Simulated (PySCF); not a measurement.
Trends in electronic spectra. Theory: PySCF, TDDFT CAM-B3LYP/def2-SVPD, vertical, gas phase, core orbitals frozen in the response. Geometries: GFN2-xTB; one conformer of each isolated species. Triplets are in the Tamm–Dancoff approximation. 'Strongest' means the level of largest summed f among the lowest 8 singlets; it needn't be the same kind of state in each.

Question: Rank by computed lowest singlet excitation energy, highest first.
A. `C1=CN=CN=C1`
B. `C[Si](C)(C)CP`
C. `FP(F)F`
D. `CC(=O)N(C)[SiH2]N`
E. `C[Si@@H](N)P`
F. `CN(C)[SiH2]C(N)=O`

Answer: C (8.11 eV), B (6.52 eV), E (6.34 eV), D (5.52 eV), F (4.67 eV), A (4.55 eV).

```
           SMILES  S1 (eV)  f (S1)  LUMO (eV)  first f ≥ 0.01 (nm)  strongest (eV)  HOMO (eV)       S1 mainly
           FP(F)F     8.11   0.174       0.21                  153            8.11     -11.34  H→L/L+1 (≥96%)
    C[Si](C)(C)CP     6.52   0.051       1.03                  190            7.12      -8.43       H→L (66%)
     C[Si@@H](N)P     6.34   0.015       1.00                  196            7.27      -8.43       H→L (51%)
CC(=O)N(C)[SiH2]N     5.52   0.001       0.94                  192            6.69      -8.49     H→L+2 (38%)
CN(C)[SiH2]C(N)=O     4.67   0.002       0.70                  197            6.71      -8.06     H-1→L (47%)
         c1cncnc1     4.55   0.005      -0.20                  208            7.80      -8.90       H→L (99%)
```

H and L stand for HOMO and LUMO. A slash joins orbitals within 0.01 eV of each other, whose weights are summed (≥ marks a lower bound).

Mean S1 by what the SMILES shows (count): single bonds only 6.99 eV (3); a double or triple bond but no aromatic ring 5.09 eV (2).

- `FP(F)F`: Löwdin shares by element: HOMO phosphorus 54%, fluorine 46%; LUMO (one of a set within 0.03 eV) phosphorus 57%, fluorine 43%.
- `C[Si](C)(C)CP`: Löwdin shares by element: HOMO phosphorus 64%, hydrogen 15% or more, carbon 14% or more; LUMO carbon 16% or more, silicon 14%, phosphorus 10% (atoms not listed hold the other 60%).
- `C[Si@@H](N)P`: Löwdin shares by element: HOMO phosphorus 58%, silicon 13%, nitrogen 7%, hydrogen 6% or more (atoms not listed hold the other 16%); LUMO silicon 31%, phosphorus 12%, hydrogen 12% or more, nitrogen 10% (atoms not listed hold the other 36%).
- `CC(=O)N(C)[SiH2]N`: Löwdin shares by element: HOMO oxygen 48%, nitrogen 21%, carbon 7% or more (atoms not listed hold the other 24%); LUMO silicon 27%, hydrogen 20% or more, nitrogen 10% or more (atoms not listed hold the other 43%).
- `CN(C)[SiH2]C(N)=O`: Löwdin shares by element: HOMO nitrogen 45% or more, oxygen 12%, silicon 8%, carbon 7% or more (atoms not listed hold the other 29%); LUMO silicon 20%, carbon 20% or more, oxygen 15%, nitrogen 8% or more (atoms not listed hold the other 37%).
- `c1cncnc1`: Löwdin shares by element: HOMO nitrogen 69%, carbon 14% or more (atoms not listed hold the other 17%); LUMO carbon 43% or more, nitrogen 36% (atoms not listed hold the other 20%).
